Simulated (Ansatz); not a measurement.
We consider bcc Cs, described by PBEsol (plane waves, PAW; Ansatz, a quantum-chemistry and plane-wave program).

Run with plane-wave cutoff 520 eV, 14×14×14 k mesh, Fermi–Dirac smearing 0.05 eV, scalar-relativistic PAW data made under PBE.

Cell (relaxed at this level):

```cif
data_Cs
_chemical_formula_sum 'Cs1'
_space_group_name_H-M_alt 'P 1'
_space_group_IT_number 1
_cell_length_a 5.20645
_cell_length_b 5.20645
_cell_length_c 5.20645
_cell_angle_alpha 109.471
_cell_angle_beta 109.471
_cell_angle_gamma 109.471
loop_
_space_group_symop_operation_xyz
  'x, y, z'
loop_
_atom_site_label
_atom_site_type_symbol
_atom_site_fract_x
_atom_site_fract_y
_atom_site_fract_z
_atom_site_occupancy
Cs1 Cs 0.00000 0.00000 0.00000 1
```

Problem. Estimate the bulk modulus and pressure derivative B′ of the bulk modulus that the calculation returns.

Solution. 
- bulk modulus: 2.06 GPa
- pressure derivative B′ of the bulk modulus: 3.2

The run finds no gap.

Measured, for comparison: bulk modulus 2.11 GPa (corrected for temperature and zero-point phonon effects, our sources range from 2.11 to 2.35; as tabulated in Levämäki et al. (2014), arXiv:1402.3671). Computed (rounded) less measured: bulk modulus -2 % (-2 % to -12 % over the range).

Spin–orbit coupling is not included.

Cost on a shared machine: about 60 core-seconds (a rough figure).
